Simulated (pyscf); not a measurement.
One four-centre exchange on the singlet surface with elements of a group swapped. ωB97M-D3(BJ)/def2-TZVP, eV, from the separated reactants. Structures and frequencies: ωB97X-D3(BJ)/def2-SVP in PySCF.

| step | barrier | reaction energy | imaginary mode (i cm⁻¹) |
|---|---|---|---|
| HO–NbH(F)(F)–F + HF -> HO–Nb(F)(F)(F)–F + H₂ | … | … | 828 |
| HO–TaH(F)(F)–F + HF → HO–Ta(F)(F)(F)–F + H₂ | -0.06 | -1.52 | 676 |

Problem. Complete the blanks.

Solution. 
- HO–NbH(F)(F)–F + HF -> HO–Nb(F)(F)(F)–F + H₂, barrier: 0.09
- HO–NbH(F)(F)–F + HF -> HO–Nb(F)(F)(F)–F + H₂, reaction energy: -1.36

Row 1: On the reactant side the descent ends in an adduct with a F–Nb contact, 0.22 eV under the separated species and 0.24 eV under the saddle at ωB97X-D3(BJ)/def2-TZVP. Row 2: On the reactant side the descent ends in an adduct with a F–Ta contact, 0.27 eV under the separated species and 0.13 eV under the saddle at ωB97X-D3(BJ)/def2-TZVP. Each row is the saddle that its search found. Elements past Kr carry the def2 core potentials, without spin-orbit coupling.
